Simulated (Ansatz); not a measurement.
# BSiH₂ (quartet): wave-function methods side by side, cc-pVDZ

How much of the correlation energy of BSiH₂ (quartet) does each wave-function method recover here?

Method: cc-pVDZ, core rule «outside noble gas», up to 6 orbitals frozen; program: Ansatz 0.2.0, Gaussian basis.

Plan: UHF; CCSD(T) on ROHF; CCSD(T) on UHF; BCCD(T) on ROHF; CISD; CCSDT(Q) on ROHF; CCSDT(Q) on UHF; CCSDTQ on ROHF; CASSCF and MRCISD+Q, 9 electrons in 10 orbitals; CASSCF and MRCISD+Q(relaxed), 9 electrons in 10 orbitals; CASSCF and NEVPT2, 9 electrons in 10 orbitals.

5 further runs of the same task are left out: 5 set aside as unsound or not needed.

## (1) The geometry

The geometry is a PBE0/def2-TZVP stationary point (not a proven minimum) of the parent state, kept for this charge and spin.

4 atoms, charge 0, spin multiplicity 4.

Atoms are counted from 1 here; the program's logs count them from 0.

Bond lengths: Si1–B2 1.954 Å, Si1–H3 1.501 Å, Si1–H4 1.501 Å. Angles: B2–Si1–H3 102.8°, B2–Si1–H4 102.8°, H3–Si1–H4 107.0°.

## (2) UHF

The input, in.yaml:

```yaml
crystal:
  periodic: [false, false, false]
  atoms:
    - {symbol: Si, position_ang: [-0.085001, 0.000000, 0.494288]}
    - {symbol: B, position_ang: [0.088473, -0.000001, -1.451856]}
    - {symbol: H, position_ang: [0.709774, -1.206838, 0.899706]}
    - {symbol: H, position_ang: [0.709775, 1.206839, 0.899704]}
basis:
  gaussian: {orbitals: cc-pVDZ}
magnetization: {spin_polarized: true, initial_magnetization: 3}
hamiltonian: {xc: hf}
output: {orbitals: {seedname: orbitals}}
```

The run is started by

```
$ ansatz run in.yaml --threads 1 --pin off --events-out ev --progress --plain --max-ram 4096MiB --backend cpu
```

The runs that follow: CCSD(T) on ROHF; CCSD(T) on UHF; BCCD(T) on ROHF; CISD; CCSDT(Q) on ROHF; CCSDT(Q) on UHF; CCSDTQ on ROHF; CASSCF and MRCISD+Q, 9 electrons in 10 orbitals; CASSCF and MRCISD+Q(relaxed), 9 electrons in 10 orbitals; CASSCF and NEVPT2, 9 electrons in 10 orbitals.

**Question.** What will the summary of the whole plan be? Wanted: RCCSDTQ below the RHF energy; RMP2 from RCCSDTQ; UMP2 from RCCSDTQ; RCCSD from RCCSDTQ; RCCSD(T) from RCCSDTQ; UCCSD(T) from RCCSDTQ; RCCSDT(Q) from RCCSDTQ; UCCSDT(Q) from RCCSDTQ; NEVPT2 valence from RCCSDTQ.

The runs gave:

```
                              quantity                                                                                         value
          RCCSDTQ below the RHF energy                                                                                    -4.4236 eV
                     RMP2 from RCCSDTQ                                                                                   +1128.1 meV
                     UMP2 from RCCSDTQ                                                                                   +1123.4 meV
                    RCCSD from RCCSDTQ                                                                                    +165.8 meV
                 RCCSD(T) from RCCSDTQ                                                                                     +42.2 meV
                 UCCSD(T) from RCCSDTQ                                                                                     +42.0 meV
                RCCSDT(Q) from RCCSDTQ                                                                                      +1.0 meV
                UCCSDT(Q) from RCCSDTQ                                                                                      +0.2 meV
           NEVPT2 valence from RCCSDTQ                                                                                    +824.3 meV
         MRCISD+Q valence from RCCSDTQ                                                                                     +44.1 meV
MRCISD+Q(relaxed) valence from RCCSDTQ                                                                                     -11.7 meV
     levels within 1 kcal/mol (43 meV)  RCCSD(T), UCCSD(T), BCCD(T), RCCSDT, UCCSDT, RCCSDT(Q), UCCSDT(Q), MRCISD+Q(relaxed) valence
                         T1 diagnostic                                                                                         0.034
        effectively unpaired electrons                                                                                          3.02
```

What this shows: RCCSD(T) misses by +42.2 meV, 1.0 % of the correlation energy. One determinant dominates. Of the multireference levels listed MRCISD+Q(relaxed) valence comes nearest in total energy (-11.7 meV), which doesn't show that its space is the better one. These misses are within one basis, not against nature; the frozen cores of restricted and unrestricted runs differ, which can shift their rows.
